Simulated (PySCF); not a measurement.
Species: C₄H₉S (doublet state).
Z-matrix (Å and degrees, GFN2-xTB geometry), rows numbered from 1:
```
C 
C   1  1.4260
S   2  1.9347  1  109.31
C   3  1.8224  2  100.90  1    69.74
C   4  1.5167  3  112.89  2    76.03
H   1  1.0746  2  120.96  3   -88.67
H   1  1.0736  2  120.16  3    77.80
H   2  1.0866  1  114.57  3  -111.44
H   2  1.0859  1  115.36  3   116.90
H   4  1.0892  3  107.52  2   -47.97
H   4  1.0897  3  104.42  2  -163.46
H   5  1.0884  4  109.85  3   176.76
H   5  1.0879  4  111.07  3   -63.44
H   5  1.0874  4  110.28  3    56.92
```

The hyperfine couplings belong to this conformer and change with its torsions.

As a line formula: `[CH2]CSCC` [radical].

The calculation used UKS B3LYP, pcH-1 on C H S, non-relativistic, mean-field spin-orbit, GIAO in PySCF. One conformer (not necessarily the lowest) at the GFN2-xTB geometry, without solvent, vibrations or thermal averaging. A GFN2-xTB geometry isn't a minimum of the functional, and hyperfine couplings can be far from their values at a DFT geometry. The SCF solution wasn't tested for stability.

Task: Where do the isotropic ENDOR lines of H6, H7, H8/H9 and H10/H11 fall at 3345.3 mT, to first order?

Result: For S = 1/2 in fast tumbling each set of equivalent nuclei gives two lines, ν± = |νn ± a/2| to first order, with νn = g_N μN B/h and μN/h = 7.62259 MHz/T.

```json
{"nuclei": "H6", "isotope": "1H", "g_N": "5.5857", "νn (MHz)": "142.43", "a_iso (MHz)": "-56.66", "lower line (MHz)": "114.11", "upper line (MHz)": "170.76"}
{"nuclei": "H7", "isotope": "1H", "g_N": "5.5857", "νn (MHz)": "142.43", "a_iso (MHz)": "-54.46", "lower line (MHz)": "115.21", "upper line (MHz)": "169.66"}
{"nuclei": "H8/H9", "isotope": "1H", "g_N": "5.5857", "νn (MHz)": "142.43", "a_iso (MHz)": "29.13", "lower line (MHz)": "127.87", "upper line (MHz)": "157.00"}
{"nuclei": "H10/H11", "isotope": "1H", "g_N": "5.5857", "νn (MHz)": "142.43", "a_iso (MHz)": "5.72", "lower line (MHz)": "139.57", "upper line (MHz)": "145.29"}
```

Task: Which pairs are centred on the nuclear Larmor frequency, and which on half the coupling?

Result: Centred on νn, since |a| < 2νn: H6, H7, H8/H9 and H10/H11. No pair has |a| > 2νn.

Task: At what field would the lower line of H7 fall to zero frequency?

Result: Where νn = |a|/2, that is B = 27.23 MHz/(5.5857 × 7.62259 MHz/T) = 640 mT, as far as first order holds there.

Means are taken over nuclei equivalent by connectivity, which assumes that they swap fast. H6 and H7 aren't averaged: C1 is flat or nearly so (angle sum 359°), and its turn about the short C1–C2 bond (1.43 Å) is taken as slow. The 1H value of +29.1 MHz is a mean of couplings from 18.5 to 39.8 MHz in this one geometry, not an average over conformers.
